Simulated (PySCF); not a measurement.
Compound: para-CH2CCCN radical, C₄H₂N (doublet state).
SMILES with atom numbers: `[CH2:1][C:2]#[C:3][C:4]#[N:5]` (hydrogens: H6, H7 on C1)

Computed, not measured: PBE0-D3(BJ)/def2-SVP geometry optimisation, gas phase in PySCF 2.14.0.

**Question.** Give the optimised bond lengths and angles.

**Answer.** 
| bond | length (Å) | order |
| --- | --- | --- |
| C1–C2 | 1.355 | single |
| C2≡C3 | 1.242 | triple |
| C3–C4 | 1.360 | single |
| C4≡N5 | 1.169 | triple |
| C1–H6, C1–H7 | 1.094 | single |

Bonds in one row agree within 0.01 Å and their mean is given. Orders are formal, as drawn. A selection of angles:
| angle | degrees |
| --- | --- |
| C2–C1–H6 | 120.8 |
| H6–C1–H7 | 118.5 |
| C1–C2–C3 | 180.0 |
| C2–C3–C4 | 179.9 |
| C3–C4–N5 | 180.0 |

The 5 heavy atoms lie on one line within 0.05 Å. C1 (carbon bonded to C and 2 H) is planar (angles 120.8°, 120.7° and 118.5°, sum 360.0°, 0.00 Å off the plane of its three neighbours). The 3 C–C bonds span 1.242 Å (C2≡C3, drawn triple) to 1.360 Å (C3–C4, drawn single), a spread of 0.118 Å.

Point group: C2v (tolerance 0.08 Å). Stationary, but not proved a minimum. ⟨S²⟩ = 0.796 (exact for a doublet: 0.75).

Time: 11 s wall. Hardware: Arm Neoverse V2, one thread (shared host). This is the geometry optimisation.
